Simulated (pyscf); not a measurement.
## Four-centre exchange: F–SiH(F)–O–SiH₃ + hydrogen fluoride (HF) → F–SiH(F)–F + silanol (HO–SiH₃)

Gas phase, singlet surface, charge 0. Bonds broken: Si2–O4, H10–F11. Bonds formed: Si2–F11, O4–H10. Structures and frequencies: ωB97X-D3(BJ)/def2-SVP in PySCF.

Transition state (Å):

```xyz
11

F      0.2498    -0.6117     1.2066
Si    -1.3159    -0.1258     1.4048
F     -2.0307    -1.5733     1.3927
O     -1.2970     0.6572    -0.1878
Si    -0.1051     0.5989    -1.4203
H     -1.1988     0.6122     2.6656
H      0.1434    -0.8166    -1.7748
H     -0.7051     1.3400    -2.5579
H      1.1112     1.2792    -0.9216
H     -2.3809     0.9247     0.0859
F     -2.9972     0.6976     1.1114
```

One imaginary mode, 817i cm⁻¹; descent along it reached the two sides named.

```
bond     change  reactant side (Å)  saddle  product side
-------  ------  -----------------  ------  ------------
Si2–O4   breaks              1.652   1.775           2.8
H10–F11  breaks              0.934   1.218           3.1
Si2–F11   forms                2.8   1.895         1.600
O4–H10    forms              1.811   1.149         0.963
```

Electronic energies relative to the separated reactants (kJ/mol):

```
level                   barrier  reaction energy  reverse barrier
----------------------  -------  ---------------  ---------------
ωB97X-D3(BJ)/def2-TZVP     65.8            -13.0             78.8
PBE/def2-TZVP              51.8            -27.0             78.8
r²SCAN/def2-TZVP           53.3            -24.0             77.3
B3LYP-D3(BJ)/def2-TZVP     67.7            -17.7             85.5
PBE0-D3(BJ)/def2-TZVP      59.5            -17.6             77.1
M06-2X/def2-TZVP           61.3            -15.7             77.0
ωB97M-D3(BJ)/def2-TZVP     65.0            -20.2             85.1
HF/def2-TZVP              136.6            -18.6            155.3
```

With ωB97M-D3(BJ)/def2-TZVP energies and thermal terms (ideal gas, 1 atm, RRHO with modes under 100 cm⁻¹ raised to 100, one conformer, R ln 2 for rigid chiral ones), in kJ/mol:

```csv
T (K),ΔH‡,ΔG‡,ΔH,ΔG
298,60.5,107.3,-20.0,-23.9
600,59.2,155.5,-22.5,-26.8
900,60.0,203.5,-24.3,-28.5
1200,61.7,251.1,-25.7,-29.7
```

This is the saddle that the search found; another between the same sides may lie lower.
